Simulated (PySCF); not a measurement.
**Excitation energies in several basis sets**

Compound: 2-propynal, C3H2O.
SMILES with atom numbers: `[CH:1]#[C:2][CH:3]=[O:4]` (hydrogens: H5 on C1; H6 on C3)

Cartesian coordinates in Å at the PBE0-D3(BJ)/def2-SVP level; atoms count from 1:
```xyz
6
C3H2O angstrom
C      0.7933    1.1886    0.6791
C      0.1792    0.2535    0.2111
C     -0.5576   -0.8882   -0.2976
O     -0.8973   -1.0150   -1.4453
H      1.3380    2.0246    1.0812
H     -0.7924   -1.6597    0.4753
```

TDDFT with PBE0 (PySCF), vertical singlets, core orbitals frozen in the response, spherical d and f functions. Geometry: PBE0-D3(BJ)/def2-SVP; no solvent, vibrations or thermal averaging.

```tsv
basis	functions	diffuse	S1 (eV)	S2 (eV)	S3 (eV)	S4 (eV)	S5 (eV)	LUMO (eV)	α (au)
6-31G*	60	no	3.83	4.88	5.91	7.15	7.27	-1.82	28.9
def2-SVP	66	no	3.77	4.91	5.92	7.10	7.12	-2.02	30.2
def2-SVPD	99	yes	3.78	4.80	5.79	7.00	7.01	-2.29	38.2
def2-TZVP	136	no	3.79	4.82	5.79	6.98	7.02	-2.21	35.7
```

Q: How much do these states and the polarisability depend on the basis?

A: States are compared by their number. Against the only diffuse basis here (def2-SVPD, itself not a converged limit), sets without diffuse functions differ by up to 0.05 eV in S1 and 0.27 eV in S5. State by state, the largest deviation of a set without diffuse functions is S1 0.05, S2 0.11, S3 0.13, S4 0.14, S5 0.27 eV. The same number needn't mean the same state in each row. Against def2-SVPD the polarisability deviates by -24% in 6-31G*, -21% in def2-SVP, -7% in def2-TZVP.
